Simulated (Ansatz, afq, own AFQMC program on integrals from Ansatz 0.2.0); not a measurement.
## Where AFQMC and coupled cluster stand for SiH⁺, triplet

```xyz
2

Si    0.0000    0.0000    0.0000
H     0.0000    0.0000    1.5317
```

Basis cc-pVTZ. Only valence electrons are correlated. Integrals, coupled cluster, full CI and functionals: Ansatz 0.2.0; the random walks run on the same integrals in our own AFQMC program. The CISD trial takes its coefficients from CCSD amplitudes. Released means that phaseless walkers are propagated on without the constraint, phases kept. Free projection: walkers drawn from exp(T), propagated without any constraint. Its projection time is finite, and what remains of the start isn't in its error. Uncertainties: one standard error, sampling alone.

Determinant: UHF, the one that the program's search chose, which needn't be the lowest solution. The geometry is a PBE0/def2-TZVP stationary point of this or a neighbouring charge and spin state.

Full CI on the same integrals is exact in this basis and with this determinant's frozen core.

Cautions: another spin lies lower (by 2.24 eV).

```
T1 diagnostic                               : 0.0275
weight of the determinant in the CISD state : 0.942
⟨S²⟩ of the determinant                     : 2.018
size of the correlated space                : 4 electrons in 43 orbitals
```

Reference: full CI, correlation energy -1.873 eV. The released energy is read at 2.40 1/Eh (meV from the phaseless value at times in 1/Eh: -1.7 ± 0.7 at 0.24, -3.5 ± 0.6 at 0.51, -3.7 ± 0.5 at 0.99, -4.5 ± 0.6 at 1.62, -5.6 ± 0.8 at 2.40).

```
         level  E − E(reference) (meV)  share of correlation (%)
            HF                  1873.5                      0.00
           MP2                   537.7                     71.30
          CCSD                    67.4                     96.40
       CCSD(T)                    18.3                     99.03
         CCSDT                     0.9                     99.95
      CCSDT(Q)                     0.2                     99.99
   ph-AFQMC/HF              41.8 ± 9.8                     97.77
 ph-AFQMC/CISD               6.0 ± 0.8                     99.68
released AFQMC               0.4 ± 0.8                     99.98
    free AFQMC               0.4 ± 0.6                     99.98
```

CCSDT and higher add their correlation energy to the determinant of the CCSD(T) run, since their own runs factorise the integrals more tightly (a shift of under 2 meV). Free projections are given only where their last times agree within the noise and don't stop above the reference; a slow remainder of the start can still hide under it. A walk keeps the symmetry of its determinant, which the program's search chose and which needn't be the lowest solution, so a lower state of the same spin and another symmetry isn't excluded. Released energies are given only where the last usable release times agree within the noise; a slower fall can still hide under it.
